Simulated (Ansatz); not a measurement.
Density of states of SnO2 (I4_1/amd, a = 3.999 Å, b = 3.999 Å, c = 10.204 Å, α = 90.00°, β = 90.00°, γ = 90.00°), in states per eV and primitive cell, averaged over bins of 0.3 eV. Theory: Ansatz, DFT r2SCAN, scalar-relativistic, plane waves, PAW.

Settings: cutoff 500 eV, Γ-centred mesh 10×10×10 on the computed 6-atom cell, Gaussian smearing of 0.02 eV; no spin polarisation.

The cell is relaxed at this level. The states (both spins) are summed by tetrahedra on a 15×15×15 mesh at the self-consistent density. Energies are bin centres; the table starts no lower than −8 eV and ends at 6 eV, or lower where the solved bands end.

The gap is 2.33 eV at this level, with the zero inside it.

| E − E_F (eV) | total | O 2p | Sn 5s | Sn 5p | O 2s |
| --- | --- | --- | --- | --- | --- |
| -7.90 | 1.44 | 0.86 | 0.47 | 0.03 | 0.05 |
| -7.60 | 1.68 | 1.01 | 0.53 | 0.05 | 0.07 |
| -7.30 | 1.28 | 0.79 | 0.37 | 0.05 | 0.06 |
| -7.00 | 1.30 | 0.82 | 0.34 | 0.06 | 0.07 |
| -6.70 | 1.88 | 1.22 | 0.41 | 0.12 | 0.10 |
| -6.40 | 1.35 | 0.92 | 0.20 | 0.16 | 0.05 |
| -6.10 | 1.02 | 0.73 | 0.07 | 0.18 | 0.02 |
| -5.80 | 1.79 | 1.34 | 0.04 | 0.35 | 0.03 |
| -5.50 | 2.26 | 1.67 | 0.06 | 0.43 | 0.06 |
| -5.20 | 2.24 | 1.70 | 0.05 | 0.40 | 0.05 |
| -4.90 | 2.93 | 2.27 | 0.06 | 0.47 | 0.08 |
| -4.60 | 2.92 | 2.28 | 0.08 | 0.42 | 0.09 |
| -4.30 | 2.97 | 2.35 | 0.07 | 0.41 | 0.08 |
| -4.00 | 3.76 | 2.99 | 0.08 | 0.55 | 0.09 |
| -3.70 | 3.52 | 2.87 | 0.06 | 0.45 | 0.09 |
| -3.40 | 3.39 | 2.86 | 0.05 | 0.34 | 0.08 |
| -3.10 | 2.92 | 2.53 | 0.04 | 0.23 | 0.06 |
| -2.80 | 3.57 | 3.18 | 0.03 | 0.21 | 0.07 |
| -2.50 | 4.77 | 4.43 | 0.01 | 0.18 | 0.05 |
| -2.20 | 5.70 | 5.40 | 0.01 | 0.13 | 0.04 |
| -1.90 | 9.42 | 9.07 | 0.01 | 0.09 | 0.03 |
| -1.60 | 10.47 | 10.21 | 0.01 | 0.04 | 0.01 |
| -1.30 | 4.33 | 4.26 | 0.00 | 0.01 | 0.00 |
| -1.00 | 0.00 | 0.00 | 0.00 | 0.00 | 0.00 |
| -0.70 | 0.00 | 0.00 | 0.00 | 0.00 | 0.00 |
| -0.40 | 0.00 | 0.00 | 0.00 | 0.00 | 0.00 |
| -0.10 | 0.00 | 0.00 | 0.00 | 0.00 | 0.00 |
| 0.20 | 0.00 | 0.00 | 0.00 | 0.00 | 0.00 |
| 0.50 | 0.00 | 0.00 | 0.00 | 0.00 | 0.00 |
| 0.80 | 0.00 | 0.00 | 0.00 | 0.00 | 0.00 |
| 1.10 | 0.00 | 0.00 | 0.00 | 0.00 | 0.00 |
| 1.40 | 0.03 | 0.00 | 0.02 | 0.00 | 0.01 |
| 1.70 | 0.07 | 0.01 | 0.04 | 0.00 | 0.02 |
| 2.00 | 0.10 | 0.02 | 0.05 | 0.01 | 0.02 |
| 2.30 | 0.14 | 0.03 | 0.07 | 0.01 | 0.03 |
| 2.60 | 0.19 | 0.04 | 0.09 | 0.01 | 0.04 |
| 2.90 | 0.24 | 0.06 | 0.11 | 0.02 | 0.05 |
| 3.20 | 0.32 | 0.08 | 0.15 | 0.03 | 0.06 |
| 3.50 | 0.41 | 0.11 | 0.19 | 0.04 | 0.07 |
| 3.80 | 0.56 | 0.16 | 0.26 | 0.05 | 0.09 |
| 4.10 | 0.76 | 0.22 | 0.35 | 0.07 | 0.11 |
| 4.40 | 1.17 | 0.34 | 0.55 | 0.10 | 0.15 |
| 4.70 | 1.27 | 0.37 | 0.59 | 0.13 | 0.15 |
| 5.00 | 1.14 | 0.35 | 0.52 | 0.12 | 0.11 |
| 5.30 | 1.44 | 0.47 | 0.69 | 0.13 | 0.10 |
| 5.60 | 1.43 | 0.46 | 0.69 | 0.15 | 0.09 |

The columns after the total are the main Löwdin projections on the occupied valence shells of the potentials; 1 other is left out. The rest of the total lies in those, in shells that are empty in the free atom, which aren't projected, and between the atoms.

This form isn't the usual stable structure of the compound.

Cost: 1 run of about 1.7 core-minutes, on Intel Xeon 6975P-C (Granite Rapids) (shared hosts).